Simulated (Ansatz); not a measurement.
in.yaml

```yaml
crystal:
  periodic: [false, false, false]
  atoms:
    - {symbol: Si, position_ang: [0.000000, 0.000000, 1.274311]}
    - {symbol: Al, position_ang: [0.000000, 0.000000, -1.178752]}
    - {symbol: H, position_ang: [0.000000, -1.380606, -1.976865]}
    - {symbol: H, position_ang: [0.000000, 1.380606, -1.976865]}
basis:
  gaussian: {orbitals: cc-pVTZ}
magnetization: {spin_polarized: false, initial_magnetization: 1}
correlation: {method: ccsd_t, electrons: outside_noble_gas}
output: {forces: true}
```

```sh
$ ansatz run in.yaml --threads 2 --pin off --events-out ev --progress --plain --max-ram 15360MiB --backend cuda --devices 0, --max-vram 18GiB
```

Output:

```
579 factors; integrals over basis functions are off by at most 1.1e-3 eV
mean field evaluation 1: about -14473.7888 eV, gradient 1.1e1 eV
mean field evaluation 2: about -14473.7927 eV, gradient 1.1e1 eV
mean field evaluation 4: about -14474.8519 eV, gradient 1.2e0 eV
mean field evaluation 8: about -14474.8650 eV, gradient 7.5e-4 eV
mean field evaluation 16: about -14474.1799 eV, gradient 4.7e0 eV
mean field evaluation 32: about -14474.8650 eV, gradient 3.8e-2 eV
mean field evaluation 64: about -14474.5196 eV, gradient 1.0e-2 eV
mean field evaluation 96: about -14471.4770 eV, gradient 1.1e0 eV
mean field evaluation 128: about -14473.4594 eV, gradient 2.2e-4 eV
mean field evaluation 160: about -14470.8917 eV, gradient 1.1e-1 eV
mean field evaluation 192: about -14473.4594 eV, gradient 1.3e-3 eV
mean field evaluation 224: about -14470.8919 eV, gradient 1.3e-1 eV
mean field -14474.86496960 eV, -531.9414762168 hartree, gradient 5.6e-6 eV, S^2 0.750000; 11 other end points of the search recorded, 0 dependent functions left out
mean field evaluation 256: about -14475.1244 eV, gradient 1.0e-1 eV
mean field evaluation 288: about -14474.7999 eV, gradient 3.0e0 eV
mean field evaluation 320: about -14475.1249 eV, gradient 5.9e-2 eV
mean field evaluation 352: about -14474.6411 eV, gradient 8.4e-2 eV
mean field evaluation 384: about -14475.0798 eV, gradient 8.1e-1 eV
mean field evaluation 416: about -14474.7873 eV, gradient 1.2e0 eV
determinant -14474.86496960 eV, -531.9414762168 hartree, with singles and doubles -14480.31350829 eV, -532.1417063206 hartree
determinant -14474.51959349 eV, -531.9287838791 hartree, with singles and doubles -14479.95703494 eV, -532.1286061665 hartree
determinant -14473.45942366 eV, -531.8898233562 hartree, with singles and doubles -14479.06154517 eV, -532.0956975248 hartree
determinant -14472.56382714 eV, -531.8569107912 hartree, with singles and doubles -14478.17576031 eV, -532.0631455314 hartree
determinant -14471.49338977 eV, -531.8175729434 hartree, with singles and doubles -14477.20427811 eV, -532.0274442190 hartree
determinant -14474.86496960 eV, -531.9414762168 hartree, with singles and doubles -14480.18097133 eV, -532.1368356773 hartree
determinant -14474.51959349 eV, -531.9287838791 hartree, with singles and doubles -14479.82735514 eV, -532.1238405217 hartree
mean field evaluation 448: about -14474.8650 eV, gradient 8.1e-6 eV
determinant -14474.83498258 eV, -531.9403742141 hartree, with singles and doubles -14480.30444255 eV, -532.1413731610 hartree
determinant -14474.83498258 eV, -531.9403742141 hartree, with singles and doubles -14480.18032313 eV, -532.1368118563 hartree
unrestricted determinant -14475.12500330 eV, -531.9510322790 hartree, S^2 1.3162
10 core orbitals not correlated: weight in the atoms' cores, before any rotation towards them, 1.000 or more for the frozen orbitals, at most 0.000 for the correlated occupied ones
reference -14474.86496960 eV, -531.9414762168 hartree; 5, 4 occupied and 81, 82 virtual orbitals, 579 factors
second order -4.22122360 eV of doubles, -0.05852883 eV of singles
cycle   1  -5.31599975 eV  change    2.0e-6 eV  update   3.3e-6
cycle   2  -5.31599900 eV  change    7.5e-7 eV  update   2.0e-6
cycle   3  -5.31599845 eV  change    5.4e-7 eV  update   1.1e-6
cycle   4  -5.31599862 eV  change   -1.7e-7 eV  update   4.7e-7
cycle   5  -5.31599855 eV  change    7.8e-8 eV  update   3.3e-7
cycle   6  -5.31599856 eV  change   -1.0e-8 eV  update   2.7e-7
cycle   7  -5.31599860 eV  change   -4.8e-8 eV  update   2.1e-7
cycle   8  -5.31599864 eV  change   -3.2e-8 eV  update   1.7e-7
perturbative correction -0.18564733 eV, -0.0068224137 hartree
the calculation of the forces begins
Total energy: -14480.36661556 eV, -532.1436579770 hartree
Atom 0 at     0.000000     0.000000     1.274311 Å, force     0.000000     0.000000     0.167488 eV/Å
Atom 1 at     0.000000     0.000000    -1.178752 Å, force    -0.000000    -0.000000    -0.134828 eV/Å
Atom 2 at     0.000000    -1.380606    -1.976865 Å, force    -0.000000     0.011418    -0.016330 eV/Å
Atom 3 at     0.000000     1.380606    -1.976865 Å, force    -0.000000    -0.011418    -0.016330 eV/Å
Dipole moment:     0.000000     0.000000     0.071876 e Å
```

Forces (eV/Å):
```
Si   0.000  0.000  0.167
Al   0.000  0.000 -0.135
H    0.000  0.011 -0.016
H    0.000 -0.011 -0.016
```

Ran on 2 threads of AMD EPYC 7R13 with a shared H100 80 GB, shared host: 6.5 s wall, 0.92 GiB peak host memory.
